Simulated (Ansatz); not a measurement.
All values below come from PBE-D3(BJ)/def2-SVP (Ansatz, an electronic-structure program). No frequencies were computed at this level.

Ansatz 0.2 input:
```yaml
crystal:
  periodic: [false, false, false]
  atoms:
    - { symbol: O, position_ang: [0.481869, -0.000003, -0.000002] }
    - { symbol: H, position_ang: [-0.481869, 0.000003, 0.000002] }
basis:
  gaussian: { orbitals: def2-svp }
hamiltonian:
  xc: pbe
  dispersion: d3bj
relax:
  max_steps: 150
magnetization:
  spin_polarized: true
  initial_magnetization: 1
```

Output:

```
Functional definition: PBE
201 factors; their error is unknown
mean field evaluation 1: about -2055.2955 eV, gradient 1.9e1 eV
mean field evaluation 2: about -2054.0356 eV, gradient 2.7e1 eV
mean field evaluation 4: about -2056.6688 eV, gradient 1.5e-1 eV
mean field evaluation 8: about -2056.6622 eV, gradient 4.6e-4 eV
mean field evaluation 16: about -2056.6621 eV, gradient 1.0e-1 eV
mean field -2056.66215302 eV, -75.5809400679 hartree, gradient 2.6e-6 eV, S^2 0.751526; 2 other end points of the search recorded, 0 dependent functions left out
reference -2056.66216494 eV, -75.5809405060 hartree; 5, 4 occupied and 14, 15 virtual orbitals, 201 factors
relax step   1: F+E_penalty+E_count = -2056.66629011 eV  Δ(F+E_penalty+E_count) = +0.000e0 eV  max|allowed force component| = 1.262e0 eV/Å  Δτ_max = 0.0000 Å  (38 SCF iters, accepted)
these checks for a lower state are left out or cut short: starts, cluster_reference, orbital_swaps, neighbouring_geometries, increment
201 factors; their error is unknown
mean field -2056.67685540 eV, -75.5814803705 hartree, gradient 3.0e-5 eV, S^2 0.751582; 0 other end points of the search recorded, 0 dependent functions left out
reference -2056.67686754 eV, -75.5814808166 hartree; 5, 4 occupied and 14, 15 virtual orbitals, 201 factors
relax step   2: F+E_penalty+E_count = -2056.68099360 eV  Δ(F+E_penalty+E_count) = -1.470e-2 eV  max|allowed force component| = 3.281e-1 eV/Å  Δτ_max = 0.0094 Å  (22 SCF iters, accepted)
these checks for a lower state are left out or cut short: starts, cluster_reference, orbital_swaps, neighbouring_geometries, increment
201 factors; their error is unknown
mean field evaluation 32: about -2056.6780 eV, gradient 1.4e-5 eV
mean field -2056.67802168 eV, -75.5815232303 hartree, gradient 3.1e-5 eV, S^2 0.751604; 0 other end points of the search recorded, 0 dependent functions left out
reference -2056.67803392 eV, -75.5815236799 hartree; 5, 4 occupied and 14, 15 virtual orbitals, 201 factors
relax step   3: F+E_penalty+E_count = -2056.68216040 eV  Δ(F+E_penalty+E_count) = -1.167e-3 eV  max|allowed force component| = 1.968e-2 eV/Å  Δτ_max = 0.0034 Å  (22 SCF iters, accepted)
these checks for a lower state are left out or cut short: starts, cluster_reference, orbital_swaps, neighbouring_geometries, increment
201 factors; their error is unknown
mean field -2056.67802599 eV, -75.5815233886 hartree, gradient 2.3e-5 eV, S^2 0.751605; 0 other end points of the search recorded, 0 dependent functions left out
reference -2056.67803823 eV, -75.5815238385 hartree; 5, 4 occupied and 14, 15 virtual orbitals, 201 factors
relax step   4: F+E_penalty+E_count = -2056.68216474 eV  Δ(F+E_penalty+E_count) = -4.344e-6 eV  max|allowed force component| = 2.938e-4 eV/Å  Δτ_max = 0.0002 Å  (17 SCF iters, accepted)
201 factors; their error is unknown
mean field -2056.67802599 eV, -75.5815233886 hartree, gradient 2.3e-5 eV, S^2 0.751605; 2 other end points of the search recorded, 0 dependent functions left out
reference -2056.67803823 eV, -75.5815238385 hartree; 5, 4 occupied and 14, 15 virtual orbitals, 201 factors
Total energy: -2056.68217699 eV, -75.5816759350 hartree
Atom 0 at     0.494830    -0.000003    -0.000002 Å, force     0.000294    -0.000000    -0.000000 eV/Å
Atom 1 at    -0.494830     0.000003     0.000002 Å, force    -0.000294     0.000000     0.000000 eV/Å
Dipole moment:    -0.348571     0.000002     0.000001 e Å
```

Cost: around 0.9 core-seconds (rough).
